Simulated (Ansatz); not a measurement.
# C2H6NO: the cost of one run

Program: Ansatz 0.2.0. Level of theory: RKS PBE/def2-SVP. These are calculated values, not measurements.

### 1 The system as given

Bond lengths: C1–C2 1.316 Å, C2–N3 1.357 Å, C2–O4 1.509 Å, C1–H5 1.074 Å, C1–H6 1.074 Å, N3–H7 1.010 Å, N3–H8 1.012 Å, O4–H9 0.983 Å, O4–H10 0.981 Å. Angles: C1–C2–N3 134.2°, C1–C2–O4 117.7°, N3–C2–O4 107.8°, C2–C1–H5 123.5°, C2–C1–H6 120.4°, H5–C1–H6 116.2°, C2–N3–H7 115.2°, C2–N3–H8 117.5°, H7–N3–H8 112.6°, C2–O4–H9 109.7°, C2–O4–H10 110.6°, H9–O4–H10 112.3°.

As a file:

```xyz
10

C    -1.1733    0.6479    0.2280
C    -0.0820   -0.0636    0.0442
N     0.1649   -1.3193   -0.4079
O     1.2461    0.6212    0.2548
H    -1.1646    1.6986    0.4503
H    -2.1403    0.1833    0.1736
H    -0.6458   -1.8287   -0.7282
H     0.7975   -1.8954    0.1334
H     1.8699    0.3631   -0.4602
H     1.1275    1.5931    0.3120
```

### 2 Relaxing end A

File input.yaml:

```yaml
crystal:
  periodic: [false, false, false]
  atoms:
    - { symbol: C, position_ang: [-1.1733, 0.64785, 0.22802] }
    - { symbol: C, position_ang: [-0.08197, -0.06365, 0.04424] }
    - { symbol: "N", position_ang: [0.16488, -1.31932, -0.40788] }
    - { symbol: O, position_ang: [1.2461, 0.62118, 0.25479] }
    - { symbol: H, position_ang: [-1.16456, 1.69862, 0.45026] }
    - { symbol: H, position_ang: [-2.1403, 0.18326, 0.17362] }
    - { symbol: H, position_ang: [-0.64583, -1.82871, -0.72822] }
    - { symbol: H, position_ang: [0.79749, -1.89537, 0.13337] }
    - { symbol: H, position_ang: [1.86994, 0.36307, -0.46025] }
    - { symbol: H, position_ang: [1.12754, 1.59308, 0.31205] }
total_charge: 1
basis:
  gaussian: { orbitals: def2-SVP }
hamiltonian:
  xc: pbe
relax:
  f_tol: 0.015
  max_steps: 40
output:
  orbitals: {}
```

Started as:

```sh
$ ansatz run input.yaml --threads 1 --pin off --max-ram 2048MiB --backend cpu --events-out ev --progress --plain --runs-dir out
```

Q: Estimate wall time and peak memory on 1 thread of Intel Xeon at 2.70GHz, shared host.

About 1.8 min, with a peak of 0.13 GiB.
